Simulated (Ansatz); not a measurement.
in.yaml

```yaml
crystal:
  periodic: [false, false, false]
  atoms:
    - {symbol: Ge, position_ang: [0.000000, 0.004847, 1.021232]}
    - {symbol: O, position_ang: [0.000000, -0.359730, -0.718378]}
    - {symbol: Si, position_ang: [0.000000, 0.137734, -2.282184]}
    - {symbol: H, position_ang: [0.000000, 1.522968, 1.396565]}
basis:
  gaussian: {orbitals: cc-pVTZ}
magnetization: {spin_polarized: true, initial_magnetization: 3}
hamiltonian: {xc: {name: PBE}}
output: {orbitals: {seedname: orbitals}}
```

```sh
$ ansatz run in.yaml --threads 2 --pin off --events-out ev --progress --plain --max-ram 24576MiB --backend cuda --devices 0, --max-vram 18GiB
```

(1) Roughly how long does this take on 2 threads of AMD EPYC 7R13 with a shared H100 80 GB, shared host, and how much host memory?

```
859 factors; their error is unknown
mean field evaluation 1: about -66436.1274 eV, gradient 4.8e1 eV
mean field evaluation 2: about -66327.7604 eV, gradient 1.4e2 eV
mean field evaluation 4: about -66423.7715 eV, gradient 3.8e1 eV
mean field evaluation 8: about -66443.5604 eV, gradient 1.9e-1 eV
mean field evaluation 16: about -66443.5338 eV, gradient 1.0e-3 eV
mean field evaluation 32: about -66442.4042 eV, gradient 3.1e0 eV
mean field evaluation 64: about -66443.3087 eV, gradient 4.3e-1 eV
mean field -66443.53381441 eV, -2441.7548306348 hartree, gradient 7.5e-6 eV, S^2 3.757102; 7 other end points of the search recorded, 0 dependent functions left out
reference -66443.53385007 eV, -2441.7548319451 hartree; 29, 26 occupied and 92, 95 virtual orbitals, 859 factors
Total energy: -66443.53385007 eV, -2441.7548319451 hartree
```

Answers

(1) 11 s wall and 0.78 GiB.
